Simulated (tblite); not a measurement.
C4H9OP.
Cartesian coordinates in Å at the GFN2-xTB level; atoms count from 1:
```
atom  x, y, z in Å
C1    -1.3257   -1.5960   -0.0113
C2    -0.7891   -0.3897    0.0919
C3    -1.4311    0.8883   -0.3355
P4     0.8699   -0.2885    0.8229
C5     1.9263    0.6021   -0.3743
O6     1.4382   -1.5556    1.2824
H7    -0.7737   -2.4586    0.3255
H8    -2.3081   -1.7658   -0.4229
H9    -1.0393    1.2013   -1.3035
H10   -1.2177    1.6769    0.3849
H11   -2.5085    0.7687   -0.4252
H12    0.6974    0.6562    1.8397
H13    2.9076    0.7244    0.0815
H14    2.0294   -0.0260   -1.2589
H15    1.5198    1.5705   -0.6473
```

Method: GFN2-xTB as coded in tblite; computed harmonic values from a numerical Hessian at the method's own geometry, unscaled. Errors from tens to a few hundred cm⁻¹ against measured bands are possible. Modes of hydrogen on phosphorus can be 10 to 20 % off. One conformer, not necessarily the lowest.

Harmonic wavenumbers (cm⁻¹): 62.9, 108.5, 154.1, 181.2, 224.9, 301.6, 325.5, 393.3, 434.4, 633.6, 674.7, 742.6, 790.4, 832.8, 916.2, 930.7, 946.0, 965.1, 1008.1, 1037.9, 1209.9, 1278.7, 1312.8, 1383.0, 1400.6, 1420.2, 1433.6, 1472.5, 1477.3, 1693.6, 2253.8, 2995.5, 2997.4, 3005.3, 3014.2, 3036.0, 3043.1, 3084.3, 3116.5.

A = 4024, B = 2441, C = 1726 MHz; mass 104.039 u (most abundant isotopes); point group C1, symmetry number 1.

**Question.** Zero-point energy?

**Answer.** ½Σν̃ = 26146 cm⁻¹ = 312.78 kJ/mol.

**Question.** Entropy at 200 K, 1 bar (ideal gas, RRHO, classical rotation)?

**Answer.** Translation 158.48, rotation 109.41, vibration 56.97: S = 324.9 J/(mol K).

**Question.** And Cp and H(200 K) − H(0)?

**Answer.** Cp = 99.19 J/(mol K), of which vibrations give 65.93 (their classical limit is 39 R = 324.3); H(200 K) − H(0) = 13.18 kJ/mol without the zero-point energy, 6.53 from vibrations.

**Question.** Which modes carry the vibrational entropy at 200 K?

**Answer.** 62.9 cm⁻¹: 14.98; 108.5 cm⁻¹: 10.58; 154.1 cm⁻¹: 7.87; 181.2 cm⁻¹: 6.68; 224.9 cm⁻¹: 5.17; 301.6 cm⁻¹: 3.33 J/(mol K); the other 33 give 8.36 together.

**Question.** Blend soft modes into free rotors: weight 1/[1 + (100 cm⁻¹/ν̃)⁴] for the oscillator and the rest for a rotor with moment μB/(μ + B), μ = h/(8π²ν), B = 10⁻⁴⁴ kg m². What vibrational entropy results?

**Answer.** 54.64 J/(mol K) in place of 56.97, which changes −T·S at 200 K by +0.47 kJ/mol.

Hindered rotation and anharmonicity are outside this model. Other conformers, if any are populated, would add a mixing term that is left out. The structure is chiral; the term R ln 2 for an equal mix with its mirror image is left out.

On one thread, Arm Neoverse V2 (aarch64), no GPU, shared host with 96 logical CPUs at a one-minute load of 16, this took 0.3 s of wall time. This covers the Hessian and the dipole derivatives.
